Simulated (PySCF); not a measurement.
Spectrum to structure. Method used: TDDFT PBE0/def2-SVPD, vertical, gas phase, core orbitals frozen in the response (PySCF). Geometries: GFN2-xTB, one conformer each.

| state | E (eV) | λ (nm) | f |
| --- | --- | --- | --- |
| S1 | 7.17 | 172.9 | 0.027 |
| S2 | 7.37 | 168.1 | 0.0043 |
| S3 | 7.95 | 155.9 | 0.016 |
| S4 | 8.10 | 153.1 | 0.0021 |
| S5 | 8.16 | 151.9 | 0.050 |
| S6 | 8.20 | 151.2 | 0.015 |
| S7 | 8.39 | 147.8 | 0.0044 |
| S8 | 8.41 | 147.5 | 0.0013 |

Question: Which structure fits? All have the formula C3H6O2.
A. `CCOC=O` (ethyl formate)
B. `C1COCO1` (1,3-dioxolane)
C. `COCC=O` (methoxyacetaldehyde)

Answer: B. Its S1, at 7.17 eV, is the highest among the candidates; the nearest of the others has S1 at 5.98 eV. S1 is HOMO→LUMO (94%). Löwdin shares by element: HOMO oxygen 58%, carbon 13% or more, hydrogen 10% or more (atoms not listed hold the other 19%); LUMO carbon 48%, hydrogen 8% or more (atoms not listed hold the other 44%). At the same level the other candidates give, for their lowest levels:
- `CCOC=O`: 5.98 eV (f 0.002); 7.92 eV (f 0.035); 8.22 eV (f 0.119); 8.32 eV (f 0.000); 8.65 eV (f 0.004); T1 5.38 eV; HOMO -8.36, LUMO 0.04 eV
- `COCC=O`: 4.10 eV (f 0.000); 5.94 eV (f 0.001); 7.04 eV (f 0.007); 7.32 eV (f 0.017); 7.51 eV (f 0.035); T1 3.48 eV; HOMO -7.45, LUMO -1.15 eV
Triplets come from the Tamm–Dancoff approximation.
